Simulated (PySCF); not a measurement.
Solvent effects on NMR parameters

Mapped SMILES: `[C:1]=[C:2]=[C:3]=[C:4]=[C:5]`.

GIAO PBE0/pcSseg-1 in PySCF 2.14.0 with density-fitted response routines on one PBE0-D3(BJ)/def2-SVP conformer, non-relativistic, equivalent nuclei averaged. Solvents enter as an IEF-PCM continuum (acetone with ε = 20.5, acetonitrile with ε = 35.7) around the gas-phase geometry. Shifts are referred to TMS computed in the same medium.

Gas phase, δ in ppm: C1/C5 413.8, C2/C4 94.4, C3 50.3. Dipole moment 0.00 D.

Problem. How does each δ change in the continuum?

Solution. 
```
atoms                  environment  Δδ, acetone  Δδ, acetonitrile
C1/C5           carbon bonded to C        -23.4             -24.2
C2/C4  central carbon of an allene         +3.8              +3.9
   C3  central carbon of an allene         +7.2              +7.5
```

Changes are relative to the gas phase.

Problem. Which nuclei move most (in ppm), and what does the model miss?

Solution. C1/C5 (carbon bonded to C, -24.2 ppm) in acetonitrile. A continuum only polarises the solute; specific hydrogen bonds, the anisotropy of aromatic solvents and changes of geometry or conformer are outside it.
